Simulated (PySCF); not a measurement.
CH3F, SMILES CF (connectivity only; charge and spin as stated), charge +1, multiplicity 2.

Coordinates come from a B3LYP-D3(BJ)/def2-TZVP optimisation. The multiplicity is an assumed one; other spin states were not compared.

Method: r2SCAN/def2-TZVPD (PySCF).

Isolated molecule, no solvent.

Estimate the frontier levels, dipole moment and polarisability. (Estimate from the structure and the level; the computed values follow.)


```
Quantity                                                           Result
------------------------------------------------  -----------------------
α spin, highest occupied and lowest empty level       -17.52 and -6.03 eV
β spin, highest occupied and lowest empty level      -17.81 and -15.21 eV
dipole moment about the centre of nuclear charge                   3.76 D
mean static polarisability                           14.5 bohr³ (2.16 Å³)
polarisability, principal values                   12.7, 13.0, 18.0 bohr³
⟨S²⟩                                              0.754 (pure state 0.75)
```
